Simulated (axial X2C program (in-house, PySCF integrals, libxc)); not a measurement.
Bond lengths and stretching modes, held linear, of OBO⁺

Calculated with an in-house all-electron X2C program for linear molecules (integrals from PySCF): two-component X2C with atomic mean-field Coulomb and Gaunt terms, Gaussian nuclei, basis O dyall-av3z, B dyall-v3z with contracted cores. Spin-free rows use the one-electron spin-free X2C Hamiltonian.

Masses O 15.995, B 11.009, O 15.995 u. States: 2c Ω = 1 (beyond evenly filled blocks: ω = -1/2, ω = 3/2); spin-free M_S = 1, Λ = 0 (beyond evenly filled blocks: π+α, π-α).

PBE0, 2c: energies above the lowest point

| r(O–B) (Å) | r(B–O) (Å) | E (meV) |
| --- | --- | --- |
| 1.2480 | 1.2480 | 64.74 |
| 1.2480 | 1.2800 | 24.96 |
| 1.2480 | 1.3120 | 34.92 |
| 1.2800 | 1.2480 | 24.96 |
| 1.2800 | 1.2800 | 0.00 |
| 1.2800 | 1.3120 | 24.26 |
| 1.2800 | 1.3440 | 87.75 |
| 1.3120 | 1.2480 | 34.92 |
| 1.3120 | 1.2800 | 24.26 |
| 1.3120 | 1.3120 | 62.36 |
| 1.3440 | 1.2800 | 87.75 |
| 1.3440 | 1.3440 | 228.78 |

**Question.** Fit a quadratic surface with cubic terms in each bond: where is the minimum, and what are the two stretching wavenumbers?

**Answer.** At PBE0, 2c: bonds 1.279 and 1.279 Å; harmonic stretches 1021.6 and 1512.5 cm⁻¹; force constants 7.68, 7.68 and coupling 2.16 mdyn/Å.

The other levels and Hamiltonians give:

| Hamiltonian | level | r(O–B) (Å) | r(B–O) (Å) | lower stretch (cm⁻¹) | upper stretch (cm⁻¹) |
| --- | --- | --- | --- | --- | --- |
| 2c | PBE | 1.294 | 1.294 | 984.0 | 1554.0 |
| spin-free | PBE0 | 1.279 | 1.279 | 1021.5 | 1512.4 |
| spin-free | PBE | 1.294 | 1.294 | 984.0 | 1553.9 |

Each state is one determinant, the lowest of a limited PBE0 search; the stretches come from a fit to these few points and carry an uncertainty of a few per cent. Other orders of the atoms were not compared. Left out for rough or failed fits: HF 2c, MP2 2c, HF spin-free, MP2 spin-free. The molecule was held linear; bending was not examined, so a bent shape may lie lower. Open-shell Ω = 0 determinants with evenly filled partner blocks cannot be reached by this program, so the Ω shown need not be the lowest component. Note: several unpaired electrons, one determinant need not be a pure state.
